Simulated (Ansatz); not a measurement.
# How far each method lies from full CI for H$_{2}$Se, singlet

Geometry: a PBE0/def2-TZVP stationary point for this spin, not checked as a minimum.

```yaml
atoms:
  - { symbol: Se, position_ang: [0.0000, -0.0256, 0.0000] }
  - { symbol: H, position_ang: [0.0000, 1.0009, -1.0478] }
  - { symbol: H, position_ang: [0.0000, 1.0009, 1.0478] }
```

Basis cc-pVDZ; Ansatz 0.2.0. Only valence electrons are correlated (noble-gas cores and the filled d shells of p-block atoms frozen), which leaves 8 electrons in 23 orbitals. R marks a restricted (for open shells ROHF) determinant. Active spaces: pair = (2e, 2o) about the gap; valence = (8e, 6o) chosen from the atoms' valence shells. No spin–orbit coupling is included, and no scalar relativity.

Full CI is exact within this basis and frozen core; it isn't the basis-set limit.

```
UHF ⟨S²⟩                          : 0.000
T1 diagnostic (RCCSD)             : 0.0078
largest doubles amplitude (RCCSD) : 0.058
```

```tsv
level	E − E(full CI) (meV)	share of correlation (%)	wall time
RHF	4167	0.00	–
RMP2	690	83.45	–
CISD	279	93.31	0.66 s
RCCSD	97	97.67	–
RCCSD(T)	17	99.60	0.64 s
BCCD(T)	17	99.60	0.45 s
RCCSDT	6	99.86	–
RCCSDT(Q)	1	99.98	1.1 s
RCCSDTQ	0	99.99	9 s
CASSCF (pair space)	3721	10.69	–
NEVPT2 (pair space)	663	84.08	0.88 s
MRCISD (pair space)	217	94.80	–
MRCISD+Q (pair space)	-13	100.31	0.97 s
CASSCF (valence space)	3185	23.57	–
NEVPT2 (valence space)	718	82.77	0.84 s
MRCISD (valence space)	153	96.33	–
MRCISD+Q (valence space)	-8	100.19	1.2 s
```

The correlation energy at full CI, counted from RHF, is -4.167 eV. That run took 54 s on 1 thread of AMD EPYC 7B13, shared host over 19,604,169 determinants.

Times hold each run's SCF and search for its determinant on a shared host, so for small cases they say little of a method's own cost; they ran on 1 thread of AMD EPYC 7B13. Some runs computed forces too.

More than 5 meV below full CI, which no variational method can be: MRCISD+Q (pair space), MRCISD+Q (valence space).

The full-CI state has the irrep A1 of C2v, in the program's axes.

Natural occupations of full CI about the gap: 1.977 1.958 1.949 1.946 0.045 0.035 0.015 0.014 0.012 0.011; effectively unpaired electrons, Σ n²(2−n)², 0.05.
